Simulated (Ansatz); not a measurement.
The input, for Ansatz 0.2.0:

```yaml
crystal:
  periodic: [false, false, false]
  atoms:
    - {symbol: B, position_ang: [0.000000, 0.000000, 0.000000]}
    - {symbol: Cl, position_ang: [0.000000, 0.000000, 1.752000]}
basis:
  gaussian: {orbitals: 6-31G}
total_charge: 1
magnetization: {spin_polarized: true, initial_magnetization: 1}
hamiltonian: {pseudopotentials: {relativity: scalar}}
correlation: {method: ccsd_t, electrons: outside_noble_gas}
output: {forces: true}
```

```sh
$ ansatz run in.yaml --threads 1 --pin off --events-out ev --progress --plain --max-ram 2393MiB
```

Output:

```
266 factors; integrals over basis functions are off by at most 1.6e-4 eV
mean field evaluation 1: about -13193.4146 eV, gradient 2.0e1 eV
mean field evaluation 2: about -13193.4717 eV, gradient 1.9e1 eV
mean field evaluation 4: about -13196.9476 eV, gradient 2.4e0 eV
mean field evaluation 8: about -13197.1045 eV, gradient 2.1e-1 eV
mean field evaluation 16: about -13195.5145 eV, gradient 1.4e1 eV
mean field evaluation 32: about -13194.1043 eV, gradient 1.5e0 eV
mean field evaluation 64: about -13192.9244 eV, gradient 1.7e-1 eV
mean field evaluation 96: about -13193.8773 eV, gradient 2.0e-3 eV
mean field evaluation 128: about -13192.9510 eV, gradient 6.3e-2 eV
mean field evaluation 160: about -13191.1461 eV, gradient 2.7e-1 eV
mean field evaluation 192: about -13192.4018 eV, gradient 2.0e0 eV
mean field evaluation 224: about -13192.6829 eV, gradient 4.3e-5 eV
mean field evaluation 256: about -13190.1196 eV, gradient 1.5e1 eV
mean field evaluation 288: about -13191.6855 eV, gradient 4.6e0 eV
mean field evaluation 320: about -13192.9511 eV, gradient 7.7e-4 eV
mean field evaluation 352: about -13191.0297 eV, gradient 4.4e-2 eV
mean field -13197.10641667 eV, -484.9847154927 hartree, gradient 9.2e-6 eV, S^2 0.762912; 3 other end points of the search recorded, 0 dependent functions left out
determinant -13197.10641667 eV, -484.9847154927 hartree, with singles and doubles -13199.56995029 eV, -485.0752486832 hartree
determinant -13193.87730353 eV, -484.8660477733 hartree, with singles and doubles -13196.45021307 eV, -484.9606004552 hartree
6 core orbitals not correlated: weight in the atoms' cores, before any rotation towards them, 1.000 or more for the frozen orbitals, at most 0.000 for the correlated occupied ones
reference -13197.10641667 eV, -484.9847154927 hartree; 5, 4 occupied and 11, 12 virtual orbitals, 266 factors
second order -2.10542785 eV of doubles, -0.00000000 eV of singles
cycle   1  -2.46418892 eV  change   -6.6e-4 eV  update   1.4e-3
cycle   2  -2.46456727 eV  change   -3.8e-4 eV  update   1.0e-3
cycle   3  -2.46512984 eV  change   -5.6e-4 eV  update   4.8e-4
cycle   4  -2.46516334 eV  change   -3.4e-5 eV  update   1.7e-4
cycle   5  -2.46538190 eV  change   -2.2e-4 eV  update   5.7e-5
cycle   6  -2.46540392 eV  change   -2.2e-5 eV  update   2.1e-5
cycle   7  -2.46540309 eV  change    8.3e-7 eV  update   6.0e-6
cycle   8  -2.46539567 eV  change    7.4e-6 eV  update   3.2e-6
cycle   9  -2.46539363 eV  change    2.0e-6 eV  update   1.1e-6
perturbative correction -0.14850980 eV, -0.0054576346 hartree
the calculation of the forces begins
Total energy: -13199.72032011 eV, -485.0807746721 hartree
Relativity: scalar
Atom 0 at     0.000000     0.000000     0.000000 Å, force    -0.000000     0.000000     1.943099 eV/Å
Atom 1 at     0.000000     0.000000     1.752000 Å, force     0.000000     0.000000    -1.943099 eV/Å
Dipole moment:    -0.000000     0.000000    -0.801766 e Å
```

Forces (eV/Å):
```
B    0.000  0.000  1.943
Cl   0.000  0.000 -1.943
```

Ran on 1 thread of AMD EPYC 7R43, shared host: 0.84 s wall, 0.12 GiB peak host memory.
